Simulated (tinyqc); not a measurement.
Inside a calculation. Method: geometry optimisation on the UHF/sto-3g surface (energies and gradients from PySCF), for LiH+, spin multiplicity 2. Computed by tinyqc, a small Python program that keeps every step (integrals from PySCF). Settings: charge = 1, multiplicity = 2, basis = sto-3g, optimiser = bfgs, first Hessian = 0.3, largest step = 0.1, iteration cap = 30. Command: `OMP_NUM_THREADS=1 python tinyqc.py 26751 26752 out.jsonl` (the two numbers bound the seeds that draw the settings). One thread of a shared host (Intel(R) Xeon(R) Processor @ 2.60GHz), about 0.4 s of CPU time with the checks.

positions at the start (bohr):
```
,x,y,z
1Li,0.000000,0.000000,0.000000
2H,0.000000,0.000000,3.163402
```

Stop when the largest gradient component is below 3e-5 hartree/bohr. The inverse Hessian follows the BFGS update with s = step, y = change of gradient.

Course of the optimisation:
```
step,E (hartree),largest gradient (hartree/bohr)
1,-7.61733787,2.02e-02
2,-7.61959417,1.36e-02
3,-7.62110834,8.02e-03
4,-7.62191531,3.56e-03
5,-7.62215059,6.85e-04
6,-7.62216081,7.94e-05
7,-7.62216096,2.13e-06
```

Can the last value be used, and what does the course show?

Yes. Converged in 7 steps.
